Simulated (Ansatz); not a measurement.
Input for Ansatz (a quantum-chemistry and plane-wave program): R-B97M-V/def2-TZVPPD on H2O (SMILES O) with ghost functions. Files ending in .json are basis or fitting sets from the Basis Set Exchange.

Ansatz 0.2 input:
```yaml
crystal:
  periodic: [false, false, false]
  atoms:
    - {symbol: O, position_ang: [-1.52438989, -0.04361803, 0.00486898]}
    - {symbol: H, position_ang: [-1.84438689, 0.85921797, -0.01656202]}
    - {symbol: H, position_ang: [-0.56467289, 0.05456297, 0.00014598]}
basis:
  gaussian:
    orbitals: def2-TZVPPD.json
    ghost_atoms:
      - {symbol: O, position_ang: [1.44668711, 0.03878197, -0.00456502]}
      - {symbol: H, position_ang: [1.82330811, -0.39959803, 0.76155898]}
      - {symbol: H, position_ang: [1.81895111, -0.43743103, -0.74996702]}
hamiltonian:
  xc: {name: B97M-V}
scf: {lower_state_search: off}
```

Output:

```
WARN ansatz: RAYON_NUM_THREADS=1 ignored (pool sized by the plan → 1); use --threads N
Functional definition: B97M-V
these checks for a lower state are left out or cut short: stability, starts, cluster_reference, orbital_swaps, neighbouring_geometries, increment
integrals: 0.04 GiB planned
588 factors; their error is unknown
mean field: 0.43 GiB planned
mean field evaluation 1: about -2075.4244 eV, gradient 5.3e1 eV
mean field evaluation 2: about -2060.9068 eV, gradient 1.0e2 eV
mean field evaluation 4: about -2080.0201 eV, gradient 7.8e-1 eV
mean field evaluation 8: about -2080.0152 eV, gradient 2.3e-1 eV
mean field evaluation 16: about -2080.0153 eV, gradient 7.0e-7 eV
mean field -2080.01528063 eV, -76.4391516781 hartree, gradient 5.3e-6 eV, S^2 0.000000; 0 other end points of the search recorded, 0 dependent functions left out
reference -2080.01533608 eV, -76.4391537160 hartree; 5, 5 occupied and 143, 143 virtual orbitals, 588 factors
Total energy: -2080.01533608 eV, -76.4391537160 hartree
Checks for a lower state left out: stability, starts, cluster_reference, orbital_swaps, neighbouring_geometries, increment
```

The run converged.

Cost: about 2.0 core-seconds (a rough figure).
